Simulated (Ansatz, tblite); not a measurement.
# The cluster GeSe2: a ladder of methods and basis sets

How do method and basis change the picture of the cluster GeSe2 (singlet)?

Computed with Ansatz 0.2.0, Gaussian basis. Level: as each input shows.

Levels to be run: GFN1-xTB, GFN2-xTB, PBE-D4/def2-TZVP, r2SCAN-D4/def2-TZVP, ωB97X-V/def2-TZVP, r2SCAN0-D4/def2-TZVP, LC-ωPBE/def2-TZVP, PBE-QIDH/def2-TZVP, B2PLYP/def2-TZVP, PBE+5HF/def2-TZVP, PBE+10HF/def2-TZVP, PBE+15HF/def2-TZVP, PBE+35HF/def2-TZVP, PBE+50HF/def2-TZVP, PBE-D4/def2-SVP, PBE0-D4/def2-SVP, HF/6-31G, B3LYP-D4/6-31G, PBE0-D4/def2-TZVPD, PBE-D4/def2-TZVPD, r2SCAN-D4/def2-TZVPD, CCSD(T)/def2-TZVPP, MP2/def2-TZVP, RPA/def2-TZVP.

1 further run of the same task is left out (set aside as unsound or not needed). Runs told in other sessions of the task aren't counted.

## 1. The geometry

The geometry is that of the singlet, from an earlier relaxation (r2SCAN-D4/def2-TZVP). At that level it is the lowest of the isomers that a small search found.

3 atoms, charge 0, spin multiplicity 1.

Bond lengths: Ge1–Se2 2.351 Å, Ge1–Se3 2.351 Å, Se2–Se3 2.433 Å. Angles: Se2–Ge1–Se3 62.3°, Ge1–Se2–Se3 58.8°, Ge1–Se3–Se2 58.8°.

PBE0-D4/def2-TZVP was run before; its log isn't repeated, and its numbers join the tables.

## 2. GFN1-xTB

Tight binding, by tblite at 300 K electronic temperature and without a spin-polarisation term:

```python
tblite.interface.Calculator('GFN1-xTB', numbers, positions, charge=0, uhf=0).singlepoint()
```

Energy -228.2958 eV, HOMO -9.18 eV, LUMO -7.29 eV; 0.003 s.

## 3. GFN2-xTB

Tight binding, by tblite at 300 K electronic temperature and without a spin-polarisation term:

```python
tblite.interface.Calculator('GFN2-xTB', numbers, positions, charge=0, uhf=0).singlepoint()
```

Energy -227.7765 eV, HOMO -10.03 eV, LUMO -8.25 eV; 0.002 s.

## 4. PBE-D4/def2-TZVP

start.molden holds the orbitals of an earlier run on this state, given as this run's starting guess.

Input file in.yaml:

```yaml
crystal:
  periodic: [false, false, false]
  atoms:
    - {symbol: Ge, position_ang: [0.222673, -0.622095, -1.166977]}
    - {symbol: Se, position_ang: [0.687283, 1.175455, 0.275305]}
    - {symbol: Se, position_ang: [-0.909956, -0.553360, 0.891671]}
basis:
  gaussian: {orbitals: def2-TZVP, initial_orbitals: start.molden}
hamiltonian: {xc: pbe, dispersion: d4}
scf: {omitted_lower_state_checks: [starts]}
output: {orbitals: {seedname: orbitals}}
```

The run is started by

```bash
ansatz run in.yaml --threads 4 --pin off --events-out ev --progress --plain --max-ram 3916MiB
```

The runs that follow: r2SCAN-D4/def2-TZVP; ωB97X-V/def2-TZVP; r2SCAN0-D4/def2-TZVP; LC-ωPBE/def2-TZVP; PBE-QIDH/def2-TZVP; B2PLYP/def2-TZVP; PBE+5HF/def2-TZVP; PBE+10HF/def2-TZVP; PBE+15HF/def2-TZVP; PBE+35HF/def2-TZVP; PBE+50HF/def2-TZVP; PBE-D4/def2-SVP; PBE0-D4/def2-SVP; HF/6-31G; B3LYP-D4/6-31G; PBE0-D4/def2-TZVPD; PBE-D4/def2-TZVPD; r2SCAN-D4/def2-TZVPD; CCSD(T)/def2-TZVPP; MP2/def2-TZVP; RPA/def2-TZVP.

Before running them: what should the planned runs give, taken together? Wanted: gap in def2-TZVP, named functionals, smallest and largest; gap over the share of exact exchange; correlation energy, CCSD(T)/def2-TZVPP; correlation energy, MP2/def2-TZVP; binding an atom, CCSD(T)/def2-TZVPP; PBE0 total energy, smallest basis above largest.

**Answer**, as computed:

| quantity | value |
| --- | --- |
| gap in def2-TZVP, named functionals, smallest and largest | 1.64 eV (PBE-D4), 7.86 eV (LC-ωPBE) |
| gap over the share of exact exchange | 1.64 eV at 0, 5.14 eV at 0.5 |
| correlation energy, CCSD(T)/def2-TZVPP | -21.50 eV |
| correlation energy, MP2/def2-TZVP | -20.56 eV |
| binding an atom, CCSD(T)/def2-TZVPP | 2.431 eV |
| PBE0 total energy, smallest basis above largest | 23.23 eV (def2-SVP, def2-TZVPD) |

What this shows: Over the named functionals in def2-TZVP the gap runs from 1.64 eV (PBE-D4) to 7.86 eV (LC-ωPBE); exact exchange widens it. Raising the share of exact exchange from 0 to 0.5 moves the HOMO by -2.11 eV and the LUMO by +1.38 eV. A small miss in a minimal or small basis is a cancelling of errors, not accuracy. The functionals in def2-TZVP miss CCSD(T)/def2-TZVPP by -0.109 (LC-ωPBE) to +0.331 eV (PBE-D4) an atom. The reference is CCSD(T) in one finite basis, so it carries an error of its own, often a tenth of an eV or more, and near misses can't be ranked.
